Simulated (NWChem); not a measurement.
# SO3 (SMILES O=S(=O)=O): levels of theory compared

Aim: a comparison of 6 runs (PBE0/def2-SVP, B3LYP/6-31G*, PBE0/6-311+G**, SVWN5/6-311+G**, CCSD(T)/6-311+G**) of SO3. 

The results are computed with NWChem 7.3.0.

1 further run of the same task is left out (set aside as unsound or not needed). Runs told in other sessions of the task aren't counted.

## Step 1: The structure to begin with

SO3 has 4 atoms, charge 0, and is taken as a singlet. SMILES: `O=S(=O)=O`. Geometry: relaxed at PBE0-D4/def2-TZVP.

Bond lengths: O1–S2 1.419 Å, S2–O3 1.419 Å, S2–O4 1.419 Å. Angles: O1–S2–O3 120.0°, O1–S2–O4 120.0°, O3–S2–O4 120.0°.

## Step 2: Energy and forces at PBE0/def2-SVP (run 1)

The input, calc.xyz:

```xyz
4
O3S PBE0
O     -1.121570    -0.684610     0.536720
S      0.000010    -0.000030    -0.000040
O      1.308940    -0.327680     0.440460
O     -0.187380     1.012320    -0.977150
```

The input, run.py:

```python
from ase.io import read
from ase.calculators.nwchem import NWChem

system = read('calc.xyz')

calc = NWChem(
    label='calc',
    theory='dft',
    memory='2200 mb',
    basis='def2-SVP',
    basispar='spherical bse',
    dft={'xc': 'pbe0', 'mult': '1', 'grid': 'xfine', 'convergence': 'energy 1e-08', 'iterations': '100', 'mulliken': None, 'print': 'low'},
)
system.calc = calc

forces = system.get_forces()
e = system.get_potential_energy()
print(f"E = {e:.6f} eV")
print("forces (eV/A):")
for s, f in zip(system.symbols, forces):
    print(f"{s:2s} {f[0]:10.5f} {f[1]:10.5f} {f[2]:10.5f}")
```

The run is started by

```
$ export ASE_NWCHEM_COMMAND="nwchem PREFIX.nwi > PREFIX.nwo"
$ python run.py
```

What it wrote:

```text
E = -16955.080195 eV
forces (eV/A):
O    -1.28504   -0.78460    0.61470
S    -0.00077    0.00077    0.00051
O     1.50019   -0.37559    0.50440
O    -0.21443    1.15946   -1.11961
```

The calculator wrote calc.nwi:

```
title "calc"

permanent_dir calc

scratch_dir calc

start calc

geometry units angstrom nocenter noautosym noautoz
  O  -1.1215700000000000e+00 -6.8461000000000005e-01 5.3671999999999997e-01
  S  1.0000000000000001e-05 -3.0000000000000001e-05 -4.0000000000000003e-05
  O  1.3089400000000000e+00 -3.2768000000000003e-01 4.4046000000000002e-01
  O  -1.8737999999999999e-01 1.0123200000000001e+00 -9.7714999999999996e-01
end

memory 2200 mb

basis spherical bse noprint
   * library def2-SVP
end

dft
  xc pbe0
  mult 1
  grid xfine
  convergence energy 1e-08
  iterations 100
  mulliken
  print low
end

task dft gradient
```

calc.nwo:

```text
Northwest Computational Chemistry Package (NWChem) 7.3.0
             --------------------------------------------------------

           Job information
           ---------------

    nwchem branch   = 7.3.0
    use scalapack   = T
    input           = calc.nwi
    prefix          = calc.
    data base       = calc/calc.db
    status          = startup
    nproc           =        1

           Memory information
           ------------------

    heap     =     72089600 doubles =      550.0 Mbytes
    stack    =     72089597 doubles =      550.0 Mbytes
    global   =    144179200 doubles =     1100.0 Mbytes (distinct from heap & stack)
    total    =    288358397 doubles =     2200.0 Mbytes
    verify   = yes
    hardfail = no

           Directory information
           ---------------------

  0 permanent = calc
  0 scratch   = calc

                                NWChem Input Module
                                -------------------

                                       calc
                                       ----

[... 23 lines left out ...]
            Nuclear Dipole moment (a.u.)
[... 62 lines left out ...]
   convergence    iter        energy       DeltaE   RMS-Dens  Diis-err    time
[... 9 lines left out ...]
         Total DFT energy =     -623.087709670108
      One electron energy =    -1223.819461348306
           Coulomb energy =      467.415785550132
    Exchange-Corr. energy =      -51.173001593669
 Nuclear repulsion energy =      184.488967721736
[... 16 lines left out ...]
     -------------------------------------------
      Total Density - Lowdin Population Analysis
     -------------------------------------------

    Atom       Charge   Shell Charges
 -----------   ------   -------------------------------------------------------
    1 O    8     8.38   1.98  0.99  0.71  2.68  2.00  0.03
    2 S   16    14.85   2.00  1.93  0.74  0.32  5.80  1.67  1.36  1.04
    3 O    8     8.38   1.98  0.99  0.71  2.68  2.00  0.03
    4 O    8     8.38   1.98  0.99  0.71  2.68  2.00  0.03

                         DFT ENERGY GRADIENTS

    atom               coordinates                        gradient
                 x          y          z           x          y          z
   1 O      -2.119460  -1.293725   1.014254    0.024990   0.015258  -0.011954
   2 S       0.000019  -0.000057  -0.000076    0.000015  -0.000015  -0.000010
   3 O       2.473538  -0.619225   0.832349   -0.029174   0.007304  -0.009809
   4 O      -0.354097   1.913007  -1.846546    0.004170  -0.022548   0.021773

 Task  times  cpu:       14.0s     wall:       14.0s
 Total times  cpu:       14.1s     wall:       14.1s
```

Wall time 16 s (1 thread of Intel Xeon Platinum 8259CL at 2.50GHz (Skylake/Cascade Lake), shared host); peak memory 0.12 GiB.

## Step 3: Energy and forces at B3LYP/6-31G(d) (spherical functions) (run 2)

The input, m1.nw:

```
start m1
memory 2200 mb
charge 0

geometry noautosym nocenter noautoz
   O       -1.121570      -0.684610       0.536720
   S        0.000010      -0.000030      -0.000040
   O        1.308940      -0.327680       0.440460
   O       -0.187380       1.012320      -0.977150
end

basis spherical bse
   * library 6-31G*
end

dft
   xc b3lyp
   grid xfine
   convergence energy 1e-08
   maxiter 100
   mulliken
   print medium
end

task dft gradient
```

The run is started by

```
$ nwchem m1.nw > m1.out
```

What it wrote:

```text
[...]
          Wavefunction type:  closed shell.
          No. of atoms     :     4
          No. of electrons :    40
[...]
          Charge           :     0
          Spin multiplicity:     1
[...]
          AO basis - number of functions:    60
[...]
              XC Information
              --------------
                         B3LYP Method XC Potential
                     Hartree-Fock (Exact) Exchange  0.200
                        Slater Exchange Functional  0.800 local
                    Becke 1988 Exchange Functional  0.720 non-local
              Lee-Yang-Parr Correlation Functional  0.810
                  VWN I RPA Correlation Functional  0.190 local
[...]
 d= 0,ls=0.0,diis     1   -623.5449776820 -8.08D+02  3.69D-02  1.83D+00     2.3
[...]
 d= 0,ls=0.0,diis     7   -623.7479743158  6.19D-09  3.05D-06  1.26D-07    12.6
         Total DFT energy =     -623.747974315828
      One electron energy =    -1224.260230277001
           Coulomb energy =      467.594236110651
    Exchange-Corr. energy =      -51.570947871215
 Nuclear repulsion energy =      184.488967721736
[...]
      Total Density - Mulliken Population Analysis
     ---------------------------------------------
    Atom       Charge   Shell Charges
 -----------   ------   -------------------------------------------------------
    1 O    8     8.40   2.00  0.95  2.85  0.93  1.64  0.03
    2 S   16    14.80   2.00  1.99  5.97  1.22  2.60 -0.01  0.37  0.66
    3 O    8     8.40   2.00  0.95  2.85  0.93  1.64  0.03
    4 O    8     8.40   2.00  0.95  2.85  0.93  1.64  0.03
[...]
  wavefunction    = closed shell
                         DFT ENERGY GRADIENTS
    atom               coordinates                        gradient
                 x          y          z           x          y          z
   1 O      -2.119460  -1.293725   1.014254    0.036410   0.022228  -0.017420
   2 S       0.000019  -0.000057  -0.000076    0.000012  -0.000012  -0.000008
   3 O       2.473538  -0.619225   0.832349   -0.042500   0.010640  -0.014294
   4 O      -0.354097   1.913007  -1.846546    0.006078  -0.032856   0.031722
[...]
```

Wall time 17 s (1 thread of Intel Xeon Platinum 8259CL at 2.50GHz (Skylake/Cascade Lake), shared host); peak memory 0.12 GiB.

Runs 3 to 5 aren't shown in full; the table further down has their settings and results.

## Step 4: A single-point energy at CCSD(T)/6-311+G(d,p) (run 6)

The input, test.nw:

```
start test
memory total 2200 mb
charge 0
geometry units angstroms noautosym nocenter noautoz
O       -1.121570      -0.684610       0.536720
S        0.000010      -0.000030      -0.000040
O        1.308940      -0.327680       0.440460
O       -0.187380       1.012320      -0.977150
end
basis "ao basis" spherical bse
* library 6-311+G**
end
scf
singlet
rhf
thresh 1e-08
maxiter 80
end
ccsd
freeze core 8
maxiter 60
end
task ccsd(t) energy
```

The run is started by

```
$ nwchem test.nw > test.out
```

What it wrote:

```text
[...]
  functions       =    96
[...]
  wavefunction    = RHF
[...]
         Total SCF energy =   -622.057570189288
      One-electron energy =  -1223.049071532796
      Two-electron energy =    416.502533621772
 Nuclear repulsion energy =    184.488967721736
        Time for solution =     19.9s
[...]
 Total MP2 energy:           -622.808761879450344
[...]
             energy      energy      error      ampl     ampl      Block
                                                time     time      time
[...]
 Total CCSD energy:           -622.794777544602880
[...]
 Total CCSD+T(CCSD) energy:           -622.830807520116650
[...]
 Total CCSD(T) energy:                -622.827754283306717
[...]
```

It took 4.5 min on 1 thread of Intel Xeon Platinum 8259CL at 2.50GHz (Skylake/Cascade Lake), shared host; peak memory 0.3 GiB.

## Step 5: Overview of the runs

```
run                               level  Cartesian functions  integration grid  energy (Eh)  largest force (eV/Å)  wall time
  1                       PBE0/def2-SVP                   no             xfine  -623.087710                 1.627       16 s
  2  B3LYP/6-31G* (spherical functions)                   no             xfine  -623.747974                 2.370       17 s
  3  B3LYP/6-31G* (Cartesian functions)                  yes             xfine  -623.754996                 2.348       20 s
  4                      PBE0/6-311+G**                   no              fine  -623.469626                 1.213       27 s
  5                     SVWN5/6-311+G**                   no              fine  -620.932815                 2.028       27 s
  6                   CCSD(T)/6-311+G**                   no                 –  -622.827754                     –    4.5 min
```

## Step 6: Summary of results

| quantity | value |
| --- | --- |
| run 6: total energy | -622.82775 Eh |
| run 6: HOMO energy (Hartree–Fock orbitals) | -14.70 eV |
| run 6: LUMO energy (Hartree–Fock orbitals) | 0.56 eV |
| run 6: HOMO–LUMO gap (Hartree–Fock orbitals) | 15.26 eV |
| run 6: correlation energy (8 core orbitals frozen) | -770.2 mEh |
| run 6: (T) correction | -32.98 mEh |

Over runs 2, 3, 4, 5 the HOMO–LUMO gap runs from 4.65 eV (SVWN5/6-311+G**) to 7.37 eV (PBE0/6-311+G**). Totals of different functionals can't be ranked against each other. All runs together took 6.3 min, the longest 4.5 min.
